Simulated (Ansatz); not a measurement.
System: N2, charge 1, doublet. N2+ (parent SMILES N#N, doublet).
B3LYP-D3(BJ)/def2-TZVP minimum from Ansatz (a quantum-chemistry and plane-wave program):
```xyz
2

N      0.0000     0.0000    -0.5521
N      0.0000     0.0000     0.5521
```
Charge +1, spin multiplicity 2.

Hartree-Fock and CCSD(T) correlation energies in hartree (Ansatz). UHF or UKS for unpaired electrons; spin-orbit terms are left out. Correlated methods leave the cores frozen. No relativity. The determinant of N2+ (parent SMILES N#N, doublet) is a saddle point of the SCF energy; a lower one exists, which strains HF and MP2.

| basis | X | E(HF) | E(corr, CCSD(T)) |
|---|---|---|---|
| cc-pVTZ | 3 | -108.40843 | -0.39826 |
| cc-pVQZ | 4 | -108.41610 | -0.41720 |
| cc-pV5Z | 5 | -108.41767 | withheld |

**Question.** Fit E(corr) = E∞ + A/X³ to X = 3 and 4, predict X = 5, and compare with the run.

**Answer.** A = (-0.39826 - (-0.41720))/(1/27 - 1/64) = 0.8845; E∞ = -0.41720 - A/64 = -0.43102; at X = 5, E∞ + A/125 = -0.42394. The run gave -0.42391, 0.03 mEh above the prediction. The same form on X = 4 and 5 gives E∞ = -0.43095, 0.07 mEh above the first estimate.
